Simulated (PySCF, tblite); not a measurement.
# C₄H₅FO+ (doublet): geometry, infrared bands and EPR parameters

Wanted: the infrared bands and EPR parameters of C₄H₅FO+ (doublet) (`C[C+](F)[CH]C=O`), by calculation.

Computed with tblite 0.8.0 and PySCF 2.14.0, with density-fitted response routines of our own, on a single molecule in the gas phase. Atoms count from 0, in the outputs and in this text.

## 1. Starting geometry

11 atoms, charge 1, multiplicity 2; geometry from: force field or distance geometry start.

Bonds of the start (Å): C0–C1 1.49, C1–F2 1.39, C1–C3 1.48, C3–C4 1.49, C4–O5 1.23, C0–H6 1.12, C0–H7 1.10, C0–H8 1.09, C3–H9 1.10, C4–H10 1.06.

## 2. Geometry optimisation with GFN2-xTB

The job: settings as JSON, then the geometry in Å.

```
{"job": {"kind": "relax", "xc": "GFN2-xTB", "basis": "xTB"}, "charge": 1, "multiplicity": 2}
C     -1.473000     0.217600     0.228100
C     -0.394200    -0.721600    -0.176700
F     -0.556400    -2.065600     0.126400
C      0.840800    -0.263600    -0.852900
C      1.634700     0.590200     0.077700
O      1.799600     1.764700    -0.231700
H     -1.705000     0.131800     1.323100
H     -2.411500    -0.056000    -0.266700
H     -1.262600     1.261100    -0.028500
H      1.467500    -1.095800    -1.200700
H      2.065500     0.239800     0.976100
```

Started as:

```sh
> OMP_NUM_THREADS=1 python probes_run.py task.json out
```

This one command runs all jobs of the session in turn.

The program printed:

```text
step      E/eV     max force
  0    -524.27062    5.820
  1    -524.77779    7.311
  2    -525.20780    2.645
  3    -525.35892    1.317
  4    -525.51531    1.063
  5    -525.58174    0.788
  6    -525.63388    0.561
  7    -525.66005    0.491
  8    -525.69154    0.485
  9    -525.72213    0.591
 10    -525.75333    0.586
 11    -525.78241    0.520
 12    -525.81091    0.470
 13    -525.83723    0.549
 14    -525.86189    0.486
 15    -525.88376    0.413
 16    -525.90650    0.502
 17    -525.93280    0.608
 18    -525.95437    0.556
 19    -525.96832    0.298
 20    -525.97472    0.282
 21    -525.98248    0.288
 22    -525.99111    0.315
 23    -525.99793    0.297
 24    -526.00208    0.162
 25    -526.00417    0.121
 26    -526.00564    0.125
 27    -526.00804    0.118
 28    -526.00976    0.115
 29    -526.01149    0.155
 30    -526.01342    0.181
 31    -526.01551    0.147
 32    -526.01719    0.119
 33    -526.01851    0.130
 34    -526.02005    0.179
 35    -526.02243    0.219
 36    -526.02554    0.191
 37    -526.02880    0.196
 38    -526.03231    0.194
 39    -526.03694    0.301
 40    -526.04465    0.383
 41    -526.04533    1.431
 42    -526.06358    0.335
 43    -526.07194    0.286
 44    -526.07718    1.008
 45    -526.08493    0.288
 46    -526.09108    0.299
 47    -526.10663    1.402
 48    -526.12283    0.253
 49    -526.13511    0.307
 50    -526.12523    1.446
 51    -526.15112    0.237
 52    -526.15610    0.193
 53    -526.15780    0.719
 54    -526.16392    0.114
 55    -526.16539    0.105
 56    -526.16754    0.082
 57    -526.16804    0.068
 58    -526.16898    0.053
 59    -526.16944    0.048
 60    -526.16981    0.041
 61    -526.17002    0.035
 62    -526.17018    0.034
 63    -526.17030    0.044
 64    -526.17040    0.043
 65    -526.17048    0.028
 66    -526.17053    0.018
 67    -526.17058    0.026
 68    -526.17065    0.041
 69    -526.17075    0.056
 70    -526.17089    0.063
 71    -526.17106    0.050
 72    -526.17122    0.038
 73    -526.17137    0.041
 74    -526.17153    0.049
 75    -526.17179    0.070
 76    -526.17226    0.082
 77    -526.17291    0.072
 78    -526.17355    0.070
 79    -526.17393    0.034
 80    -526.17401    0.021
 81    -526.17404    0.013
 82    -526.17406    0.011
 83    -526.17407    0.015
 84    -526.17409    0.015
 85    -526.17411    0.014
 86    -526.17415    0.014
 87    -526.17418    0.013
 88    -526.17420    0.007
```

Run time: 0.29 s. Hardware: 1 thread of Arm Neoverse V2, shared host.

Step by step: (not every step is listed)

```tsv
step	energy from step 0 (eV)	largest force (eV/Å)
0	0.0000	5.8200
1	-0.5072	7.3106
2	-0.9372	2.6450
3	-1.0883	1.3168
4	-1.2447	1.0627
5	-1.3111	0.7883
6	-1.3633	0.5613
7	-1.3894	0.4912
8	-1.4209	0.4855
15	-1.6131	0.4134
22	-1.7205	0.3153
29	-1.7409	0.1553
36	-1.7549	0.1915
43	-1.8013	0.2858
50	-1.8546	1.4460
57	-1.8974	0.0682
64	-1.8998	0.0435
71	-1.9004	0.0498
78	-1.9029	0.0695
83	-1.9035	0.0148
84	-1.9035	0.0153
85	-1.9035	0.0145
86	-1.9035	0.0142
87	-1.9036	0.0132
88	-1.9036	0.0071
```

Distances of close pairs at the start and the end, largest changes first:

```tsv
bond	before (Å)	after (Å)	change (Å)
C1–C3	1.481	1.375	-0.106
C1–F2	1.387	1.305	-0.082
C3–C4	1.492	1.428	-0.064
C4–H10	1.056	1.117	+0.061
C0–C1	1.487	1.459	-0.028
C4–O5	1.226	1.201	-0.025
C0–H6	1.123	1.098	-0.025
C3–H9	1.098	1.080	-0.019
```

The final coordinates are the input of the step that follows.

## 3. Infrared spectrum with GFN2-xTB

The job: settings as JSON, then the geometry in Å.

```
{"job": {"kind": "ir", "xc": "GFN2-xTB", "basis": "xTB"}, "charge": 1, "multiplicity": 2}
C     -1.366673     0.255501     0.185579
C     -0.417903    -0.792409    -0.175638
F     -0.911472    -1.946296    -0.534287
C      0.946670    -0.645418    -0.250655
C      1.489795     0.646184     0.024174
O      0.890519     1.670086     0.208662
H     -1.636688     0.206356     1.248253
H     -2.280692     0.186535    -0.409802
H     -0.894419     1.256384     0.064794
H      1.583846    -1.478320    -0.507144
H      2.602441     0.644067     0.120103
```

The program printed:

```text
mode    cm-1     km/mol
  1     124.6     19.56
  2     195.4     16.47
  3     212.4     16.23
  4     315.2     27.80
  5     400.7      3.83
  6     424.7     19.00
  7     487.0      3.79
  8     651.5     22.04
  9     791.8     80.02
 10     854.7      5.92
 11     887.6     36.91
 12     918.6     33.43
 13     966.8     14.28
 14    1053.9      2.95
 15    1142.4     13.28
 16    1214.3     22.50
 17    1236.5     86.84
 18    1293.8     28.14
 19    1313.2     77.71
 20    1365.7    183.69
 21    1463.3    349.57
 22    1687.5    153.34
 23    2646.9    302.35
 24    2709.4    122.99
 25    2930.1     83.60
 26    2995.1     71.14
 27    3102.7     42.87
```

Wall time 0.17 s (1 thread of Arm Neoverse V2, shared host).

Which atoms move in the most intense modes:

```tsv
cm⁻¹	km/mol	atoms
792	80.0	H9 47 %, H10 24 %, C4 17 %
1236	86.8	H8 35 %, H7 23 %, C1 12 %
1366	183.7	C0 26 %, H7 24 %, C1 21 %, H8 15 %
1463	349.6	C1 52 %, C3 36 %
1688	153.3	C4 57 %, O5 39 %
2647	302.4	H10 85 %
2709	123.0	H8 84 %
2930	83.6	H6 92 %
```

## 4. EPR parameters: B3LYP/pcH-1

The job, as its differences from that of step 3:

```diff
@@ -1,2 +1,2 @@
-{"job": {"kind": "ir", "xc": "GFN2-xTB", "basis": "xTB"}, "charge": 1, "multiplicity": 2}
+{"job": {"kind": "epr", "basis": "pcH-1"}, "charge": 1, "multiplicity": 2}
 C     -1.366673     0.255501     0.185579
```

Level: UKS B3LYP, pcH-1 on C F H O, non-relativistic, mean-field spin-orbit, GIAO.

The program printed:

```text
UKS, coarse grid
  cycle   1  E = -329.92645748  |g| = 6.86e-01
  cycle   2  E = -327.50209833  |g| = 2.11e+00
  cycle   3  E = -330.05424390  |g| = 3.92e-01
  cycle   4  E = -330.12027095  |g| = 1.81e-01
  cycle   5  E = -330.12692267  |g| = 1.10e-01
  cycle   6  E = -330.13128227  |g| = 7.17e-02
  cycle   7  E = -330.13326499  |g| = 5.47e-02
  cycle   8  E = -330.13570061  |g| = 2.87e-02
  cycle   9  E = -330.13636418  |g| = 1.28e-02
  cycle  10  E = -330.13656684  |g| = 1.32e-02
  cycle  11  E = -330.13675459  |g| = 4.88e-03
  cycle  12  E = -330.13680325  |g| = 3.75e-03
  cycle  13  E = -330.13681079  |g| = 1.02e-03
  cycle  14  E = -330.13681209  |g| = 3.55e-04
UKS, final grid
  cycle   1  E = -330.13682265  |g| = 6.90e-04
  cycle   2  E = -330.13682132  |g| = 1.96e-03
  cycle   3  E = -330.13682289  |g| = 1.78e-04
  cycle   4  E = -330.13682291  |g| = 1.15e-04
  cycle   5  E = -330.13682293  |g| = 9.37e-05
  cycle   6  E = -330.13682295  |g| = 6.33e-05
  cycle   7  E = -330.13682296  |g| = 4.17e-05
  cycle   8  E = -330.13682296  |g| = 2.56e-05
E = -330.13682296 Eh   <S^2> = 0.7582 (exact 0.7500)
g shifts (ppm)      1          2          3
  rmc          -271       -271       -271
  gc              6         43         61
  oz_so         554       3821      12958
  total         290       3594      12748
hyperfine (MHz)  atom isotope    a_iso     a_fc   dipolar eigenvalues
    0   13C      16.82      16.82     -9.22     -7.98     17.20
    1   13C       2.17       2.17     -3.81     -1.45      5.26
    2   19F      38.04      38.04    -52.72    -43.42     96.14
    3   13C      56.89      56.89    -22.21    -20.26     42.47
    4   13C     -62.21     -62.21    -16.83      7.37      9.47
    5   17O     -40.41     -40.41   -202.55     97.23    105.32
    6    1H      28.02      28.02     -4.76     -0.15      4.91
    7    1H      -5.22      -5.22     -4.37     -1.82      6.18
    8    1H      67.65      67.65    -16.72     -5.60     22.32
    9    1H     -14.77     -14.77     -9.32     -3.55     12.87
   10    1H     285.43     285.43     -8.66     -3.43     12.09
```

Wall time 34 s (1 thread of Arm Neoverse V2, shared host); peak memory 0.78 GiB.

Principal g values 2.00261, 2.00591, 2.01507; g(iso) = 2.00786, against 2.00232 for a free electron.

Hyperfine couplings; where a row names several nuclei, a(iso) is their mean (it holds for fast rotation or exchange) and the dipolar term the largest among them:

```tsv
nuclei	isotope	a(iso) (MHz)	a(iso) (G, at g = 2.0023)	largest dipolar term (MHz)
H10	1H	285.4	101.8	12.1
C4	13C	-62.2	-22.2	-16.8
C3	13C	56.9	20.3	42.5
O5	17O	-40.4	-14.4	-202.6
F2	19F	38.0	13.6	96.1
H6, H7, H8	1H	30.1	10.8	22.3
C0	13C	16.8	6.0	17.2
H9	1H	-14.8	-5.3	12.9
C1	13C	2.2	0.8	5.3
```

Mulliken spin populations:

```tsv
atom	value (e)
C0	0.08
C1	0.00
F2	0.02
C3	0.25
C4	-0.09
O5	0.63
H6	0.01
H7	0.00
H8	0.01
H9	-0.01
H10	0.12
```

In first order the couplings over 0.8 MHz of 1H, 19F give 32 distinct lines over 153.0 G, if the averaged nuclei exchange fast.

Orbitals, density, ELF and potential are computed afterwards from the orbital file.

ELF in a plane through or near 9 of the atoms.

Values, 10 rows by 14 columns:
```
0.00 0.00 0.00 0.00 0.00 0.00 0.00 0.00 0.00 0.00 0.00 0.00 0.00 0.00
0.00 0.00 0.00 0.00 0.00 0.01 0.01 0.00 0.00 0.00 0.00 0.00 0.00 0.00
0.00 0.00 0.00 0.00 0.16 0.69 0.58 0.05 0.03 0.01 0.00 0.00 0.00 0.00
0.00 0.00 0.06 0.16 0.13 0.46 0.78 0.16 0.98 0.35 0.04 0.01 0.00 0.00
0.00 0.00 0.93 1.00 0.96 0.27 0.33 0.20 0.76 0.48 0.73 0.19 0.00 0.00
0.00 0.00 0.32 0.69 0.30 0.85 0.50 0.52 0.94 0.60 0.87 0.28 0.00 0.00
0.00 0.00 0.00 0.01 0.72 0.92 0.52 0.48 0.61 0.16 0.01 0.00 0.00 0.00
0.00 0.00 0.00 0.06 0.97 0.98 0.05 0.56 0.40 0.79 0.15 0.00 0.00 0.00
0.00 0.00 0.00 0.00 0.01 0.09 0.00 0.20 0.32 0.10 0.00 0.00 0.00 0.00
0.00 0.00 0.00 0.00 0.00 0.00 0.00 0.00 0.00 0.00 0.00 0.00 0.00 0.00
```
The map spans 10.5 Å across and 9.1 Å up, centred on the molecule. Atoms in the plane (x, y in Å): C0 (1.4, 0.4), C1 (0.5, -0.8), F2 (1.0, -2.0), C3 (-0.9, -0.7), C4 (-1.5, 0.5), O5 (-1.0, 1.6), H8 (0.8, 1.3), H9 (-1.5, -1.6), H10 (-2.6, 0.5).

On the surface of density 0.002 e/bohr³ the electrostatic potential runs, from the 1st to the 99th percentile, from 3.64 V near F2 to 6.57 V near H10.

The spin density lies nearest to O5 51 %; C3 17 %; H10 10 %; C4 6 % (beta excess).

## 5. What came out

| quantity | value |
| --- | --- |
| strongest single infrared mode (GFN2-xTB) | 1463 cm⁻¹, 350 km/mol |
| zero-point energy (GFN2-xTB) | 47.7 kcal/mol |
| g(iso) (B3LYP) | 2.00786 |
| ⟨S²⟩ | 0.758 (exact 0.75) |
| largest a(iso) (averaged by class) | 1H on H10, 285.4 MHz |

**Reading.** Over 88 steps the energy fell by 1.904 eV; of the close pairs, C1–C3 changed most, 1.481 to 1.375 Å. All 27 modes are real, so the xTB geometry is a minimum. The strongest single mode, at 1463 cm⁻¹, moves mainly C1 and C3. Unscaled tight-binding wavenumbers are off by several per cent, some by more. Its intensities can rank the bands wrongly. O5 carries the largest spin population, 0.63 e. The isotropic g lies 5.5 ppt above the free-electron value.
